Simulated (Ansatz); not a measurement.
A calculation on pyrite PtSb2 returned lattice constant a 6.463 Å, bulk modulus 120 GPa, formation enthalpy -0.496 eV/atom.

For reference: lattice constant a 6.44 Å (measured, temperature not stated, no zero-point or thermal correction; as tabulated in Saeed et al. (2013), arXiv:1402.4256).

Problem. Which level of theory produced these numbers?
A. r²SCAN (Ansatz, a program for electronic structure)
B. LDA (Ansatz)
C. PBE (Ansatz)
D. PBEsol (Ansatz)

Solution. D, PBEsol (Ansatz)

The others give: r²SCAN 6.504 Å, 116 GPa, -0.530 eV/atom; LDA 6.422 Å, 127 GPa, -0.506 eV/atom; PBE 6.553 Å, 105 GPa, -0.467 eV/atom.

Unless a cell is named, each level is at its own relaxed cell (LDA 22.07, PBE 23.45, PBEsol 22.50, r²SCAN 22.93 Å³/atom).

Caveats: an element that serves as reference relaxed to a cell well above its measured volume (PBE). Ansatz's density-functional and Hartree–Fock values are scalar-relativistic unless marked +SOC, with PAW data made under PBE.
